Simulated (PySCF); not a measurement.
Gas-phase reaction: 3 F + CF + C3H8 = 2 CH3CHF2

Method: PySCF energies (xtb for GFN2) plus ideal-gas RRHO corrections (1 bar). † marks an energy on the PBE0/def2-TZVP geometry and frequencies; other levels use their own. CCSD(T) freezes the core. 6-31G* has spherical d functions here. Open shells (unrestricted): F (multiplicity 2, electronic degeneracy 6), CF (multiplicity 2, electronic degeneracy 4); the rest are closed-shell singlets. GFN2 has no spin-polarisation term. Spin-orbit splitting is ignored; it lowers the true energy and changes the entropy of F, CF. B3LYP is the form with VWN-RPA correlation. CCSD(T) isn't extrapolated to the basis-set limit; its ΔH°(298 K) is -1304.6 kJ in def2-SVP and -1345.4 kJ in def2-TZVPP. The harmonic model lacks anharmonicity and excited electronic states, which grow with temperature; levels with a mode under 35 cm⁻¹ are left out. Internal rotation in C3H8, CH3CHF2 is treated as a harmonic vibration of one conformer, which makes the entropy rough.

```csv
level,"ΔE electronic, kJ","ΔH°(298 K), kJ","ΔS°(298 K), J/K","ΔG°(1400 K), kJ"
B3LYP/6-31G*,-1408,-1383,-401,-806
B3LYP/def2-TZVP†,-1382,-1357,-401,-782
CCSD(T)/def2-SVP†,-1329,-1305,-401,-729
GFN2-xTB,-1489,-1474,-394,-915
HF/6-31G*,-947,-917,-403,-334
HF/def2-TZVP†,-945,-920,-401,-345
PBE/def2-SVP,-1521,-1498,-400,-925
PBE/def2-TZVP†,-1475,-1450,-401,-875
PBE0/def2-TZVP,-1407,-1382,-401,-807
ωB97M-V/def2-TZVP†,-1414,-1389,-401,-814
ωB97X-V/def2-TZVP†,-1415,-1390,-401,-815
```
ΔH° is lowest at PBE/def2-SVP and highest at HF/6-31G*. No reference value is set beside these.
